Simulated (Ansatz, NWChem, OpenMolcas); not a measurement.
**BNH6 (SMILES [BH3-][NH3+]): the vertical energy of the triplet above the singlet, rung by rung**

The species is BNH6 (8 atoms), meant as a singlet with charge 0. As SMILES, `[BH3-][NH3+]`. Geometry: relaxed at PBE0-D4/def2-TZVP.

```tsv
atom	x (Å)	y (Å)	z (Å)
B	-0.1913	0.2508	-0.7754
N	0.2065	-0.2551	0.7317
H	-0.0782	-0.7284	-1.4810
H	-1.3326	0.6497	-0.6872
H	0.6044	1.1266	-1.0384
H	0.1408	0.5070	1.3987
H	1.1566	-0.6113	0.7553
H	-0.4140	-0.9965	1.0405
```

Quantity: the vertical energy of the triplet above the singlet, in eV. The values are calculated.

```tsv
level	kind	program	value (eV)	less CCSD(T)/def2-TZVP	CPU time (all runs)
HF/def2-TZVP	Hartree–Fock	Ansatz	7.16	-0.11	8.2 s
BLYP/def2-TZVP	GGA	OpenMolcas	6.55	-0.72	2.7 min
TPSS/def2-TZVP	meta-GGA	OpenMolcas	6.87	-0.40	3.9 min
B3LYP/def2-TZVP	global hybrid	OpenMolcas	6.85	-0.42	2.9 min
CAM-B3LYP/def2-TZVP	range-separated hybrid	NWChem	7.08	-0.19	2.4 min
HSE06/def2-TZVP	range-separated hybrid	Ansatz	6.87	-0.40	33 s
B2PLYP/def2-TZVP	double hybrid	Ansatz	7.07	-0.20	53 s
MP2/def2-TZVP	perturbation theory	Ansatz	7.31	+0.04	7.3 s
CCSD(T)/def2-TZVP	coupled cluster or CI	Ansatz	7.27	0.00	73 s
```

Differences are taken from CCSD(T)/def2-TZVP for orientation; it has basis-set and higher-order errors of its own. The values span 6.55 to 7.31 eV. A triplet this far above the singlet is often a Rydberg-like or dissociative state; sets without diffuse functions put Rydberg states too high. Times are those of the runs behind each value, whatever else they computed, on shared processors of several kinds: orders of magnitude only.
